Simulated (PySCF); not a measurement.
Peak assignment

Bonds (- single, = double, # triple, : aromatic): C1#C2 1.206 Å, C2-S3 1.674 Å, S3-C4 1.819 Å, C4-C5 1.511 Å. C1 carries H6; C4 carries H7, H8; C5 carries H9, H10, H11.

Computed data (PySCF): B97-2/pcSseg-2 with gauge-including orbitals, PBE0-D3(BJ)/def2-TZVP geometry. One computed conformer, gas phase, one averaged value for each set of equivalent atoms, non-relativistic.

Referencing at the same level of theory: TMS for 13C (185.38 ppm) and 1H (31.64 ppm).

**Question.** Assign these signals to the numbered atoms. 13C{1H} NMR (computed): δ 89.3 (CH), 80.3 (C), 35.8 (CH2), 16.8 (CH3).

**Answer.** 
| δ (ppm) | atoms | environment | reason |
| --- | --- | --- | --- |
| 89.3 | C1 | terminal alkyne carbon | the triple bond shields along its axis, which puts it between sp3 and sp2 carbons |
| 80.3 | C2 | alkyne carbon | the triple bond shields along its axis, which puts it between sp3 and sp2 carbons |
| 35.8 | C4 | sp3 CH2 bonded to S | – |
| 16.8 | C5 | methyl carbon | a saturated carbon with 1 carbon neighbour and no heteroatom attached |

**Question.** Assign these signals to the numbered atoms. 1H NMR (500 MHz, computed): δ 2.54 (s, 1H), 2.52 (q, 2H), 1.42 (t, 3H).

**Answer.** 
| δ (ppm) | atoms | environment | reason |
| --- | --- | --- | --- |
| 2.54 | H6 | hydrogen on a terminal alkyne carbon | it lies on the axis of the triple bond, in its shielding cone |
| 2.52 | H7/H8 | hydrogen on an sp3 CH2 bonded to S | – |
| 1.42 | H9/H10/H11 | hydrogen on a methyl carbon | – |

H6 and H7/H8 lie closer than the usual error of such a calculation, so a measured spectrum could show them in the other order.

Shifts are as computed. Against solution values, carbons near 30 ppm lie about +3 ppm off and those near 130 ppm about +7 ppm; carbons on S a further +4 ppm. Of 1211 compounds with measured shifts, 218 miss one by over three times the rms of a fit or turn the order of signals round; such compounds aren't used in these exercises. Multiplicities follow the n + 1 count of equivalent neighbours, as no J values were calculated; m marks all less simple cases, F and P coupling included.
